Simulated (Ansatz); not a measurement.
```yaml
atoms:
  - { symbol: F, position_ang: [1.1824, 0.1289, 0.0001] }
  - { symbol: C, position_ang: [-0.0074, -0.4294, -0.0002] }
  - { symbol: C, position_ang: [-1.2001, 0.1194, 0.0000] }
  - { symbol: H, position_ang: [-2.0842, -0.5016, 0.0006] }
  - { symbol: H, position_ang: [-1.3119, 1.2016, -0.0001] }
```

Basis set: pcseg-2 (spherical functions). Charge 0, multiplicity 2.

Computed with Ansatz (development build ahead of 0.2.0); each method stands on the lowest determinant of its kind that the runs found.

The atomization energy at this shape (free ground-state atoms in the same class of orbitals less the molecule, no zero-point energy) of doublet C2H2F:

```csv
method,atomization energy
ωB97X (unrestricted),455.88 kcal/mol
```

(1) What does r²SCAN (unrestricted) give?

Results:

(1) 462.43 kcal/mol.

The shape needn't be a minimum at these levels.
